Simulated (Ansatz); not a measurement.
1T (CdI2-type) PtSe2 was calculated with r²SCAN+rVV10 (plane waves, PAW; Ansatz, a first-principles code).

Settings: plane-wave cutoff 600 eV, 24×24×16 k mesh (along the axes of the cell as run), Fermi–Dirac smearing 0.05 eV, finite displacements, scalar-relativistic PAW data made under PBE.

Computed at the level's own relaxed cell.

```yaml
crystal:
  lattice:
    - [3.72719, 0.00000, 0.00000]
    - [-1.86360, 3.22784, 0.00000]
    - [0.00000, 0.00000, 5.29334]
  atoms:
    - { symbol: Pt, position: [0.00000, 0.00000, 0.00000] }
    - { symbol: Se, position: [0.33333, 0.66667, 0.24562] }
    - { symbol: Se, position: [0.66667, 0.33333, 0.75438] }
```

Harmonic phonon frequencies (cm⁻¹; i marks an imaginary mode; at Γ without the LO shift):

```json
[
 {"q point": "Γ", "frequencies": "0 0 0 177 177 207 215 215 228"},
 {"q point": "M", "frequencies": "93 107 162 162 167 202 210 224 225"},
 {"q point": "A", "frequencies": "30 30 32 177 177 204 229 229 235"}
]
```

No imaginary mode appears at these points.

Note: the solid has no gap at this level, which affects its response.
